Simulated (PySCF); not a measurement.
formic acid (CH₂O₂), SMILES O=CO. Atoms are numbered in the order given.

```xyz
5

O     -0.0900     1.1107     0.0000
C      0.3966    -0.1327     0.0000
O     -0.2622    -1.1287     0.0000
H     -1.0567     1.0414     0.0000
H      1.4952    -0.1014     0.0000
```

Geometry: PBE0-D3(BJ)/def2-TZVP. Other conformers were not sampled.

These are PySCF with HF/def2-TZVPD values and carry that method's errors.

Isolated molecule, no solvent.

Q: Estimate the frontier levels, gap, dipole moment and polarisability. (The exact figures need the calculation; the answer reports its results.)

A: 
The highest occupied level comes out as -12.92 eV, the lowest empty level comes out as 1.54 eV and the orbital gap is 14.46 eV. The dipole moment comes out as 1.73 D, the quadrupole, principal values (traceless, Buckingham form, about the centre of nuclear charge) comes out as -7.89, 0.55, 7.34 D·Å and the mean static polarisability is 20.0 bohr³ (2.96 Å³). The polarisability, principal values is 14.8, 21.1, 24.1 bohr³.
